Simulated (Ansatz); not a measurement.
## Worked example: correlation energy of SiH4, singlet

Geometry: MP2(full)/6-31G*, from the G2/97 set.

```tsv
atom	x (Å)	y (Å)	z (Å)
Si	0.0000	0.0000	0.0000
H	0.8561	0.8561	0.8561
H	-0.8561	-0.8561	0.8561
H	-0.8561	0.8561	-0.8561
H	0.8561	-0.8561	-0.8561
```

Basis cc-pV(Q+d)Z; Ansatz 0.2.0. Correlated methods freeze the noble-gas cores, which leaves 8 electrons in 179 orbitals. Prefix R: restricted or restricted open-shell reference.

Full CI isn't at hand for all of this; RCCSDT(Q) serves as the reference, and is uncertain by about the last step of the cluster series.

Runs differ by some tens of microhartree through their thresholds, so steps under 0.03 kcal/mol mean nothing.

| level | total energy (hartree) |
| --- | --- |
| RHF | -291.267513 |
| RMP2 | -291.420337 |
| RCCSD | -291.447948 |
| RCCSD(T) | -291.452214 |
| RCCSDT | -291.452947 |
| RCCSDT(Q) | -291.453065 |

**Question.** What is the correlation energy at RCCSDT(Q), and what share of it do RMP2 and RCCSD recover?

**Answer.** E(corr) = -291.453065 − (-291.267513) = -0.185552 hartree = -5.049 eV. RMP2: -0.152824 / -0.185552 = 82.36 %. RCCSD: -0.180435 / -0.185552 = 97.24 %.

**Question.** By how many kcal/mol does RCCSD(T) miss RCCSDT(Q) (1 hartree = 627.509 kcal/mol), and which steps make up the rest?

**Answer.** -291.452214 − (-291.453065) = 0.000851 hartree = 0.53 kcal/mol. Steps: RCCSDT − RCCSD(T) = -0.46, RCCSDT(Q) − RCCSDT = -0.07 kcal/mol. That is within 1 kcal/mol of the reference in this basis, which itself misses far more of the correlation at the basis-set limit.
